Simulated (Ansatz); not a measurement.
## Ansatz (development build ahead of 0.2.0) run

```yaml
crystal:
  periodic: [false, false, false]
  atoms:
    - { symbol: S, position_ang: [0.0422, -0.02545, -0.07155] }
    - { symbol: H, position_ang: [0.01157, -0.03487, 1.31395] }
basis:
  gaussian: { orbitals: "6-31G" }
total_charge: -1
hamiltonian:
  xc: hf
correlation:
  method: mp2
  frozen_orbitals: { H: 0, S: 5 }
```

The input is written out in the form of the current development build from the run's settings.

Output:

```yaml
Converged: yes
Reference_energy: -398.07612 hartree
Correlation_energy: -0.05228 hartree
Total_energy: -398.12840 hartree
Spin_squared_of_the_determinant: 0.000
```

Caution: no diffuse functions for an anion.
